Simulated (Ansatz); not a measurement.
System: 1T (CdI2-type) PbI₂. Method: HSE06-D3(BJ) in Ansatz (plane waves, PAW).

Rigid layers of the crystal as relaxed at this level are moved apart or together:

| run | k mesh | layer repeat (Å) | energy against free layers (meV/Å²) | gap on the mesh (eV) |
|---|---|---|---|---|
| 1 | 6×6×6 | 6.78 | -19.47 | 2.767 |
| 2 | 6×6×6 | 6.98 | -19.25 | 2.890 |
| 3 | 6×6×6 | 7.38 | -16.85 | 3.105 |
| 4 | 6×6×4 | 7.98 | -12.05 | 3.203 |
| 5 | 6×6×4 | 9.98 | -3.07 | 3.277 |

The lowest energy of these points lies at a layer repeat of 6.78 Å.

Spin–orbit coupling is not included.

Ansatz is a quantum-chemistry and plane-wave program.
